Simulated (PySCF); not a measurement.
Curvature of the energy in the electron number along group 15

Calculated with PySCF 2.14, in def2-SVP, non-relativistic, def2-SVP with the def2 core potential (28 electrons), ECP, def2-SVP with the def2 core potential (60 electrons), ECP: one orbital is emptied in steps, and each cell gives the departure of E from the straight line at half an electron, in eV (from a cubic fit). The exact functional gives zero.

```json
{"species": "N", "orbital": "2p alpha", "LDA": "-1.76", "PBE": "-1.70", "r2SCAN": "-1.51", "PBE0": "-1.18", "BHandHLYP": "-0.68", "LC-wPBE": "-0.46", "wB97X": "-0.50", "UHF": "0.36"}
{"species": "P", "orbital": "3p alpha", "LDA": "-1.13", "PBE": "-1.09", "r2SCAN": "-0.99", "PBE0": "-0.78", "BHandHLYP": "-0.49", "LC-wPBE": "-0.09", "wB97X": "-0.17", "UHF": "0.15"}
{"species": "As", "orbital": "4p alpha", "LDA": "-1.06", "PBE": "-1.03", "r2SCAN": "-0.95", "PBE0": "-0.73", "BHandHLYP": "-0.47", "LC-wPBE": "-0.07", "wB97X": "-0.13", "UHF": "0.14"}
{"species": "Sb", "orbital": "5p alpha", "LDA": "-0.93", "PBE": "-0.90", "r2SCAN": "-0.83", "PBE0": "-0.64", "BHandHLYP": "-0.41", "LC-wPBE": "-0.02", "wB97X": "-0.09", "UHF": "0.12"}
{"species": "Bi", "orbital": "6p alpha", "LDA": "-0.89", "PBE": "-0.87", "r2SCAN": "-0.80", "PBE0": "-0.62", "BHandHLYP": "-0.40", "LC-wPBE": "-0.01", "wB97X": "-0.08", "UHF": "0.10"}
```

**Question.** How does the mean departure depend on the functional?

**Answer.** LDA -1.15 eV; PBE -1.12 eV; r2SCAN -1.02 eV; PBE0 -0.79 eV; BHandHLYP -0.49 eV; LC-wPBE -0.13 eV; wB97X -0.20 eV; UHF 0.17 eV. Semilocal functionals are convex (delocalisation error), Hartree-Fock is concave or straight, and exact exchange removes curvature roughly in proportion to its share, so among the functionals the range-separated hybrids usually come closest to zero.

No spin-orbit coupling is included.
